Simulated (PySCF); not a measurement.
Compound: sodium fluoride, NaF.
Structure used (PBE0-D3(BJ)/def2-TZVP), in Å, numbered top down from 1:
```
atom  x, y, z in Å
F1     0.9699   -0.0331    0.0025
Na2   -0.9525    0.0043   -0.0146
```

The calculation used PySCF, PBE0-D3(BJ)/def2-TZVP geometry optimisation, gas phase.

Take the most abundant isotopes and a rigid rotor. 

(1) What are the moment of inertia and the rotational constant?

(2) List the first levels of a rigid rotor in a Σ state.

(3) Where do the first rotational lines fall?

(4) Estimate the classical rotational partition function at 25 K, 200 K and 500 K.

Answers

(1) I = 38.462 u·Å², B = 505379 MHz·u·Å²/I = 13140 MHz (0.4383 cm⁻¹, or 0.631 K as hB/k). For two atoms I = μr² with μ = 10.4022 u and r = 1.9229 Å.

(2) E(J) = BJ(J+1): J = 1: 0.877, J = 2: 2.630, J = 3: 5.260, J = 4: 8.766, J = 5: 13.149, J = 6: 18.409 cm⁻¹.

(3) The dipole is 7.89 D; J+1 ← J lies at 2B(J+1): 1 ← 0 at 26.28 GHz, 2 ← 1 at 52.56 GHz, 3 ← 2 at 78.84 GHz, 4 ← 3 at 105.12 GHz, 5 ← 4 at 131.40 GHz, 6 ← 5 at 157.68 GHz.

(4) Point group C∞v, symmetry number σ = 1; q = kT/(σhB), k/h = 20836.6 MHz/K: 39.6 at 25 K, 317 at 200 K, 793 at 500 K.

Not checked by PBE0-D3(BJ)/def2-TZVP frequencies. These are rigid-rotor constants of the computed structure; measured ground-state constants (B0) also hold zero-point vibration.
